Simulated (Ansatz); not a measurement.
A nudged elastic band was laid between two geometries of C3H6ClN (11 atoms, charge 0, multiplicity 1).

Theory: Ansatz 0.2.0, RKS r2SCAN-D4/def2-SVP.

```yaml
movable_images: 9
climbing_image: yes
spring: 5.0 eV/Å²
optimiser: quadratic models (default)
start_path: through a guess of the saddle point
force_threshold: 0.05 eV/Å
iteration_limit: 60
end_points: relaxed
```

Initial state:

```xyz
11
Properties=species:S:1:pos:R:3
C -1.208 -0.789 0.361
C -0.449 0.484 0.577
C 0.697 0.793 -0.062
N 1.322 0.091 -1.078
Cl 1.529 2.293 0.300
H -2.034 -0.676 -0.367
H -0.564 -1.607 -0.006
H -1.662 -1.140 1.301
H -0.853 1.228 1.266
H 2.337 0.107 -1.042
H 0.950 -0.842 -1.229
```

Final state:

```xyz
11
Properties=species:S:1:pos:R:3
C -1.235 -0.783 0.353
C -0.469 0.490 0.545
C 0.745 0.731 0.013
N 1.535 -0.126 -0.739
Cl 1.552 2.254 0.331
H -2.109 -0.651 -0.311
H -0.617 -1.592 -0.067
H -1.626 -1.155 1.315
H -0.911 1.278 1.159
H 2.188 0.347 -1.355
H 1.011 -0.849 -1.223
```

Task: What changes between the two ends?

Result: No bond is made or broken. The height of N4 over the plane of its neighbours goes from 0.28 to -0.29 Å.

Task: What energy profile does the band end with?

Result: It converged. The highest image is number 5 of 0 to 10, 0.047 eV above the first end and 0.035 eV above the last; the last end lies 0.012 eV above the first. A vibrational analysis at the climbing image gives one clearly imaginary mode, 427i cm⁻¹: a first-order saddle point.

| image | path coordinate (Å) | energy (eV) | height of N4 over the plane of its neighbours (Å) |
| --- | --- | --- | --- |
| 0 | 0.00 | 0.000 | 0.28 |
| 1 | 0.08 | 0.002 | 0.26 |
| 2 | 0.15 | 0.012 | 0.20 |
| 3 | 0.23 | 0.028 | 0.13 |
| 4 | 0.30 | 0.042 | 0.05 |
| 5 | 0.39 | 0.047 | -0.02 |
| 6 | 0.52 | 0.032 | -0.16 |
| 7 | 0.66 | 0.014 | -0.28 |
| 8 | 0.79 | 0.013 | -0.29 |
| 9 | 0.92 | 0.013 | -0.28 |
| 10 | 1.05 | 0.012 | -0.29 |

Task: What is the geometry of the highest image?

Result: 
```xyz
11
Properties=species:S:1:pos:R:3
C -1.218 -0.792 0.380
C -0.470 0.491 0.578
C 0.712 0.756 -0.016
N 1.392 -0.019 -0.919
Cl 1.558 2.254 0.337
H -2.021 -0.712 -0.378
H -0.552 -1.614 0.068
H -1.702 -1.113 1.317
H -0.899 1.268 1.212
H 2.341 0.207 -1.172
H 0.924 -0.782 -1.386
```

Task: What are the harmonic wavenumbers there?

Result: 427i, 102, 167, 251, 272, 381, 456, 584, 718, 733, 944, 1025, 1077, 1116, 1190, 1351, 1398, 1456, 1466, 1581, 1733, 2999, 3075, 3112, 3213, 3632, 3771 cm⁻¹.

The run took 4 min on 2 threads of Intel(R) Xeon(R) Platinum 8488C (Sapphire Rapids), on a shared host, peak memory 0.24 GiB.
